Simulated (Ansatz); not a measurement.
**How far each method lies from full CI for AsH$_{4}$⁺, singlet**

Geometry: a PBE0/def2-TZVP stationary point for this spin, not checked as a minimum.

```xyz
5

As    0.0000    0.0000    0.0000
H     0.8591    0.8618    0.8601
H    -0.8626   -0.8579    0.8605
H    -0.8581    0.8589   -0.8640
H     0.8616   -0.8628   -0.8566
```

Basis 6-31G (Cartesian d functions); Ansatz 0.2.0. Correlated methods freeze the noble-gas cores and the filled d shells of p-block atoms, which leaves 8 electrons in 23 orbitals. R marks a restricted (for open shells ROHF) determinant. Active spaces: valence = (8e, 8o) chosen from the atoms' valence shells; pair = (2e, 2o) about the gap. No spin–orbit coupling is included, and no scalar relativity.

Full CI is exact within this basis and frozen core; it isn't the basis-set limit.

The UHF ⟨S²⟩ is 0.000. The T1 diagnostic (RCCSD) is 0.0051 and the largest doubles amplitude (RCCSD) is 0.050.

```
   level  E − E(RHF) (eV)
    RMP2          -1.8250
   RCCSD          -2.4862
RCCSD(T)          -2.5133
```

(1) Estimate how far full CI in 6-31G lies from RCCSD(T). The table doesn't fix it; the size of (T) and the diagnostics are the guide.

(1) Full CI in 6-31G lies 0.8 kJ/mol below RCCSD(T), which is 31 % of the (T) step (-2.6 kJ/mol). The diagnostics give no warning, yet the rest is a sizeable part of (T).

The other levels:

```
                            level  E − E(full CI) (kJ/mol)  share of correlation (%)  wall time
                             CISD                     12.3                     94.93     0.63 s
                          BCCD(T)                      0.8                     99.67     0.39 s
                           RCCSDT                      0.1                     99.96          –
                        RCCSDT(Q)                      0.0                     99.99     0.75 s
                          RCCSDTQ                      0.0                    100.00      5.5 s
              CASSCF (pair space)                    200.2                     17.70          –
              NEVPT2 (pair space)                     56.7                     76.70     0.66 s
              MRCISD (pair space)                      8.2                     96.61          –
            MRCISD+Q (pair space)                     -1.0                    100.43     0.75 s
           CASSCF (valence space)                     56.2                     76.91          –
           NEVPT2 (valence space)                     12.2                     94.98      2.3 s
           MRCISD (valence space)                      1.3                     99.48          –
         MRCISD+Q (valence space)                      0.7                     99.72      2.8 s
MRCISD+Q(relaxed) (valence space)                      0.0                     99.99        3 s
```

The correlation energy at full CI, counted from RHF, is -2.522 eV. That run took 47 s on 1 thread of Arm Neoverse V2, shared host over 19,602,925 determinants.

Times hold each run's SCF and search for its determinant on a shared host, so for small cases they say little of a method's own cost; they ran on 1 thread of Arm Neoverse V2.

Not variational, and here over 5 meV under the exact energy: MRCISD+Q (pair space).

The full-CI state has the irrep A1 of C2v, in the program's axes (one component, if the state is degenerate).

Natural occupations of full CI about the gap: 1.982 1.963 1.963 1.963 0.033 0.027 0.027 0.027 0.003 0.003; effectively unpaired electrons, Σ n²(2−n)², 0.03.
